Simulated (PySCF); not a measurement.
Compound: isophthalonitrile radical anion, C8H4N2 (charge -1 and doublet state).
SMILES with atom numbers: `[N:1]#[C:2][c:3]1[cH:4][cH:5][cH:6][c:7]([C:8]#[N:9])[cH:10]1` (hydrogens: H11 on C4; H12 on C5; H13 on C6; H14 on C10)

Identity: isophthalonitrile radical anion, `N#Cc1cccc(C#N)c1` [SMILES of the parent framework; charge -1 and doublet state].

Method used: UKS B3LYP, IGLO-III on C N, pcH-1 on H, non-relativistic, mean-field spin-orbit, GIAO (PySCF 2.14.0). Isolated species at its PBE0-D3(BJ)/def2-SVP geometry, gas phase. Whether the extra electron is bound in the gas phase wasn't checked; a finite basis holds it in any case. The geometry's basis has no diffuse functions, a weakness for an anion. Stability of the SCF solution: not tested. No frequencies were computed at this geometry's level, so the symmetric structure isn't shown to be a minimum.

Question: What is the g tensor, term by term?

Answer: 
| Δg (ppm) | 1 | 2 | 3 |
| --- | --- | --- | --- |
| relativistic mass correction | -162 | -162 | -162 |
| gauge correction | 7 | 41 | 37 |
| orbital Zeeman/spin–orbit | -20 | 512 | 661 |
| total | -176 | 390 | 535 |

So g = 2.00214, 2.00271, 2.00285 and g_iso = 2.00257; the tensor is rhombic: the two nearest values differ by 20 % of g3 − g1. Axes: g1 is normal to the molecular plane and g2 points within 1° of the C6–C7 bond.

Question: What are the electron Larmor frequencies g μB B/h along the three axes at 330 mT?

Answer: 9.2474, 9.2500, 9.2507 GHz for g1, g2 and g3, a range of 3.3 MHz.

Question: At 9.523 GHz, how far is the centre of the isotropic spectrum from where a free electron (g = 2.002319) resonates?

Answer: B = hν/(g μB) with μB/h = 13.99624 MHz/mT gives 339.80 mT for the free electron and 339.76 mT at g_iso, 0.04 mT lower.

Question: How much does each term add to the isotropic shift?

Answer: The orbital-Zeeman/spin–orbit term 384, the mass correction -162 and the gauge correction 28 ppm, for a total of 250 ppm. The orbital-Zeeman/spin–orbit term is the largest in size. The mass correction is the same along every axis, so the anisotropy comes from the other two: their spans along these axes are 34 (gauge) and 681 ppm (orbital Zeeman/spin–orbit).

Question: In a frozen sample, at which fields do the three g values resonate at 9.5, 34, 94 and 263 GHz (hyperfine left aside), and which band first spreads them over more than twice a line width of 0.3 mT?

Answer: 
```tsv
band	GHz	B(g3) mT	B(g2) mT	B(g1) mT	spread mT
X	9.5	338.89	338.92	339.01	0.12
Q	34.0	1212.88	1212.97	1213.31	0.43
W	94.0	3353.26	3353.50	3354.45	1.19
J	263.0	9381.99	9382.66	9385.32	3.33
```

The spread grows in proportion to the frequency. W band is the first where it exceeds 0.6 mT.

The Mulliken spin populations are largest on C4 (+0.41), C6 (+0.41), C5 (-0.14) and C7 (+0.13).

The HOMO–LUMO gaps are 1.95 eV among the α and 5.10 eV among the β orbitals.

On one thread, Arm Neoverse V1 (shared host), this took 2.9 min of wall time.
